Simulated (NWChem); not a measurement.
**Ionisation of CHO (+1)**

```xyz
3

C      0.0000     0.0000    -0.5219
O      0.0000     0.0000     0.5966
H      0.0000     0.0000    -1.6409
```
Charge +1, spin multiplicity 1.

Program: NWChem. Structure: optimised with PBE/def2-SVP, a minimum by its harmonic frequencies.

Basis set: def2-TZVP. −ε marks an orbital energy of the parent.

B3LYP has NWChem's definition, with VWN1-RPA local correlation. The structure started from a generated list of species.

**Question.** For the first vertical ionisation energy, −ε(HOMO) of HF gives 26.49 eV and −ε(HOMO) of PBE gives 21.03 eV. What do −ε(HOMO) of B3LYP, −ε(HOMO) of BHandHLYP give?

**Answer.** −ε(HOMO) of B3LYP: 22.36 eV; −ε(HOMO) of BHandHLYP: 24.14 eV.
